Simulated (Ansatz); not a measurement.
Elements on the sites of an ideal bcc lattice, at a guessed lattice constant:

```yaml
crystal:
  lattice:
    - [6.56387, 0.00000, 0.00000]
    - [0.00000, 6.56387, 0.00000]
    - [0.00000, 0.00000, 6.56387]
  atoms:
    - { symbol: Mo, position: [0.00000, 0.00000, 0.00000] }
    - { symbol: Mo, position: [0.00000, 0.00000, 0.50000] }
    - { symbol: Mo, position: [0.75000, 0.25000, 0.25000] }
    - { symbol: Mo, position: [0.75000, 0.75000, 0.25000] }
    - { symbol: Ta, position: [0.50000, 0.00000, 0.00000] }
    - { symbol: Ta, position: [0.00000, 0.50000, 0.00000] }
    - { symbol: Ta, position: [0.25000, 0.25000, 0.25000] }
    - { symbol: Ta, position: [0.50000, 0.50000, 0.00000] }
    - { symbol: Ta, position: [0.50000, 0.00000, 0.50000] }
    - { symbol: Ta, position: [0.00000, 0.50000, 0.50000] }
    - { symbol: Ta, position: [0.25000, 0.75000, 0.25000] }
    - { symbol: Ta, position: [0.25000, 0.25000, 0.75000] }
    - { symbol: Ta, position: [0.50000, 0.50000, 0.50000] }
    - { symbol: Ta, position: [0.75000, 0.25000, 0.75000] }
    - { symbol: Ta, position: [0.25000, 0.75000, 0.75000] }
    - { symbol: Ta, position: [0.75000, 0.75000, 0.75000] }
```

Cell and atoms were relaxed without symmetry on coarser meshes and computed once more. The calculation used DFT PBE, scalar-relativistic, plane waves, PAW (Ansatz 0.2.0).

Settings: cutoff 420 eV, Γ-centred mesh 5×5×5 on the computed 16-atom cell, Gaussian smearing of 0.10 eV; no spin polarisation.

The relaxation ran on 2×2×2 (shifted) and then 3×3×3 k points with a smearing of 0.1 eV, from sites shaken by 0.02 Å.

What does the relaxation give?

A volume of 17.57 Å³/atom and no gap on the mesh. It lies 0.07 eV/atom below the elements' standard states (static lattices, no corrections for gases). The atoms leave their sites by 0.04 Å (root mean square) and 0.06 Å at most, and the cell stretches by up to 0.1 % at fixed volume.

```yaml
crystal:
  lattice:
    - [6.55840, -0.00002, -0.00029]
    - [-0.00002, 6.54786, 0.00118]
    - [-0.00027, 0.00118, 6.54784]
  atoms:
    - { symbol: Mo, position: [0.99749, 0.00005, 0.00454] }
    - { symbol: Mo, position: [0.99747, 0.00005, 0.49885] }
    - { symbol: Mo, position: [0.75193, 0.24722, 0.25172] }
    - { symbol: Mo, position: [0.75194, 0.75291, 0.25172] }
    - { symbol: Ta, position: [0.50543, 0.00005, 0.00729] }
    - { symbol: Ta, position: [0.99325, 0.50004, 0.00712] }
    - { symbol: Ta, position: [0.24398, 0.24449, 0.25172] }
    - { symbol: Ta, position: [0.50311, 0.50005, 0.00650] }
    - { symbol: Ta, position: [0.50542, 0.00005, 0.49615] }
    - { symbol: Ta, position: [0.99324, 0.50005, 0.49632] }
    - { symbol: Ta, position: [0.24399, 0.75561, 0.25170] }
    - { symbol: Ta, position: [0.24632, 0.24525, 0.75173] }
    - { symbol: Ta, position: [0.50310, 0.50005, 0.49694] }
    - { symbol: Ta, position: [0.75616, 0.24464, 0.75173] }
    - { symbol: Ta, position: [0.24632, 0.75485, 0.75170] }
    - { symbol: Ta, position: [0.75616, 0.75546, 0.75172] }
```

The final mesh leaves forces up to 0.14 eV/Å and stresses up to 0.3 GPa: the relaxation ran on a coarser mesh, so the cell's shape, its bonds and its energy belong partly to that mesh.

Spin-orbit coupling is left out, which matters for the bands of heavy elements.

Cost: 2 runs of about 9.3 core-minutes in all (earlier runs that led there not counted), on Intel Xeon Platinum 8375C (Ice Lake) (shared hosts).